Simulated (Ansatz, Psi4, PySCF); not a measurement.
Species: disilane, Si2H6, charge 0, multiplicity 1. SMILES: [SiH3][SiH3]
Geometry: optimised at B3LYP-D3(BJ)/def2-TZVP (Ansatz, a quantum-chemistry and plane-wave program).

Property: vertical triplet-singlet gap, E(triplet) - E(singlet), in eV. Set-up: 6-311+G** with 5d, 6d on Na to Ar in Ansatz; no spin-orbit coupling; dispersion terms only where a functional's name holds one; each state is the SCF solution reached for its charge and spin; non-relativistic; frozen cores in correlated levels; six Cartesian d functions in 6-31G* and its kin unless marked 5d; UHF or UKS for open shells. Ab initio and DFT rows: single points at B3LYP-D3(BJ) geometries (Ansatz). Levels can end on unlike triplets.

```
level               program  vertical triplet-singlet gap, E(triplet) - E(singlet) (eV)
------------------  -------  ----------------------------------------------------------
HF/6-31G*            Ansatz                                                        7.12
HF/6-311+G**         Ansatz                                                        6.95
B3LYP/6-31G*         Ansatz                                                        6.95
M06-2X/6-31G* (5d)    PySCF                                                        7.09
wB97X-D/6-31G*         Psi4                                                        7.26
MP2/6-311+G**        Ansatz                                                        7.20
PBE/def2-TZVPD       Ansatz                                                        6.10
wB97X-V/def2-TZVPD   Ansatz                                                        6.63
```

No value to compare with is used here. The 6 habitual levels span 6.95 (B3LYP/6-31G*) to 7.26 eV (wB97X-D/6-31G*); wB97X-V/def2-TZVPD gives 6.63.

The levels are drawn from those run, B3LYP/6-31G* more often than the rest, none by its result; left out are runs that failed, that the program found above a lower state of the same kind, or whose <S^2> lies over 0.5 above the pure value.
